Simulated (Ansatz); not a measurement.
Ideal-gas functions of AlH5OSi, SMILES `O[SiH2][AlH2]` at 298.15 K and 1 bar, from an Ansatz frequency run at PBE0-D4/def2-TZVP.

Molar mass 76.11 g/mol, point group Cs (symmetry number 1), electronic degeneracy 1, moments of inertia 30.421, 156.324, 181.082 u Å². Harmonic wavenumbers (cm⁻¹, unscaled): 75, 144, 233, 361, 367, 433, 582, 736, 755, 794, 845, 941, 954, 1906, 1922, 2150, 2155, 3908.

Use S(trans) = R[1.5 ln M + 2.5 ln T − 1.1517]; rotational temperatures θ = 24.2544 K / I; S(rot) = R[ln(√π/σ · √(T³/θAθBθC)) + 1.5]; for each mode x = 1.438777 ν̃/T, S = R[x/(eˣ − 1) − ln(1 − e⁻ˣ)] and H = RT x/(eˣ − 1); 1 cm⁻¹ = 0.0119627 kJ/mol; R = 8.31446 J/(mol·K).

By hand: the entropy, in J/(mol·K).

Translation 162.9. Rotation: θ = 0.7973, 0.1552, 0.1339 K, giving 105.3. Vibration, mode by mode: 16.81, 11.51, 7.76, 4.68, 4.57, 3.55, 2.02, 1.11, 1.03, 0.89, 0.73, 0.50, 0.47, 0.01, 0.01, 0.00, 0.00, 0.00, in all 55.6. Electronic 0.0. Sum 323.8 J/(mol·K).

By hand: H − E and G − E in kJ/mol, counted from the electronic energy.

Zero-point energy ½ × 19261 × 0.0119627 = 115.2; thermal vibration 9.2; translation, rotation and pV give 4 RT = 9.9. H − E = 134.3 kJ/mol, and G − E = 134.3 − 298.15 × 323.8/1000 = 37.8 kJ/mol.

Vibration gives 17 % of the entropy, 28.3 J/(mol·K) of it from the modes under 150 cm⁻¹: soft modes count most, and the harmonic formula is weakest for them. The sum counts one conformer and one mirror image; others add a mixing term.
